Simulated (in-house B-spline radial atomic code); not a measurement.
## How G0W0 and RPA depend on the start: Ar

Configuration [Ne] 3s2 3p6. Computed with an all-electron radial atomic-structure program (B-spline basis): all electrons, scalar-relativistic (spin-free one-electron X2C), finite nucleus, each spin shell either full or empty, empty states to l = 9 with an (l + 1/2)⁻⁴ tail; G0W0 by contour deformation at full frequency.

| start | mean-field 3p (eV) | G0W0 (eV) | QP weight | RPA correlation (Eh) |
| --- | --- | --- | --- | --- |
| Hartree-Fock | -16.064 | -16.287 | 0.941 | -0.96744 |
| LDA VWN5 | -10.386 | ? | ? | ? |
| PBE | -10.268 | -15.397 | 0.836 | -1.1152 |
| PBE0 | -11.961 | -15.739 | 0.888 | -1.071 |
| r2SCAN | -10.709 | -15.576 | 0.868 | -1.0891 |
| HSE06 | -11.544 | -15.661 | 0.878 | -1.078 |
| B3LYP (VWN-RPA) | -11.653 | -15.690 | 0.878 | -1.0807 |
| SCAN | -10.716 | -15.545 | 0.868 | -1.0877 |
| TPSS | -10.402 | -15.414 | 0.845 | -1.1043 |
| BHandHLYP | -13.527 | -15.962 | 0.913 | -1.0335 |
| CAM-B3LYP | -13.464 | -15.987 | 0.910 | -1.0519 |
| LC-wPBE | -14.951 | -16.072 | 0.928 | -1.0383 |
| wB97X | -14.534 | -16.063 | 0.926 | -1.0363 |
| PBEsol | -10.232 | -15.435 | 0.837 | -1.1157 |
| BLYP | -10.140 | -15.367 | 0.827 | -1.1166 |
| r2SCAN0 | -12.255 | ? | ? | ? |
| LDA exchange-only | -9.066 | -15.385 | 0.784 | -1.117 |

Question: What G0W0 level, weight and RPA correlation energy follow from the LDA VWN5 start?

Answer: G0W0 level -15.479 eV, weight 0.840, RPA correlation -1.1177 hartree.

Question: What G0W0 level, weight and RPA correlation energy follow from the r2SCAN0 start?

Answer: G0W0 level -15.818 eV, weight 0.899, RPA correlation -1.0555 hartree.

Question: How much of the dependence on the start does G0W0 remove?

Answer: The mean-field levels span 7 eV and the G0W0 levels 0.92 eV. Against 15.760 eV (NIST, measured) the G0W0 removal energies are off by -0.39 to +0.53 eV, with spin-orbit coupling, Breit and QED terms left out.
